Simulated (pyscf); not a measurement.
Four-centre exchange: HS–Ga(Cl)–Cl + hydrogen (H₂) → HS–Ga(Cl)–Cl + hydrogen (H₂)

Gas phase, singlet surface, charge 0. Bonds broken: S1–H6, H5–H7. Bonds formed: S1–H5, H6–H7. Optimised with ωB97X-D3(BJ)/def2-SVP in PySCF.

Transition state (Å):

```xyz
7

S     -0.7059     0.0510     1.4596
Ga     0.5334     0.6319    -0.1927
Cl     2.0638     2.1077    -0.2225
Cl     0.2044    -0.3901    -2.0592
H     -1.8371    -0.8159     0.2382
H     -1.1923    -1.4805     0.4898
H     -1.8929    -1.7188    -0.1742
```

One imaginary mode, 2543i cm⁻¹; descent along it reached the two sides named.

```
bond   change  reactant side (Å)  saddle  product side
-----  ------  -----------------  ------  ------------
S1–H6  breaks              1.348   1.877           3.8
H5–H7  breaks              0.761   0.994           2.7
S1–H5   forms                3.8   1.877         1.348
H6–H7   forms                2.6   0.994         0.761
```

Electronic energies relative to the separated reactants (kcal/mol):

```
level                   barrier  reaction energy  reverse barrier
----------------------  -------  ---------------  ---------------
ωB97X-D3(BJ)/def2-TZVP     71.2              0.0             71.2
PBE/def2-TZVP              59.7              0.0             59.7
r²SCAN/def2-TZVP           64.0              0.0             64.0
B3LYP-D3(BJ)/def2-TZVP     66.4              0.0             66.4
PBE0-D3(BJ)/def2-TZVP      63.8              0.0             63.8
M06-2X/def2-TZVP           71.3              0.0             71.3
ωB97M-D3(BJ)/def2-TZVP     69.9              0.0             69.9
HF/def2-TZVP               89.2              0.0             89.2
```

With ωB97M-D3(BJ)/def2-TZVP energies and thermal terms (ideal gas, 1 atm, RRHO with modes under 100 cm⁻¹ raised to 100, one conformer, R ln 2 for chiral ones without a mode under 150 cm⁻¹), in kcal/mol:

```csv
T (K),ΔH‡,ΔG‡,ΔH,ΔG
298,70.1,78.2,0.0,0.0
600,69.4,86.8,0.0,0.0
900,69.3,95.6,0.0,0.0
1200,69.5,104.4,0.0,0.0
```

The same reactants have a lower exit, to H₂S + Cl–GaH–Cl (barrier +31.6 kcal/mol at ωB97M-D3(BJ)/def2-TZVP, against +69.9 kcal/mol here). One saddle was located; it need not be the lowest between these sides. Elements up to Kr have no core potential and no relativistic terms here.
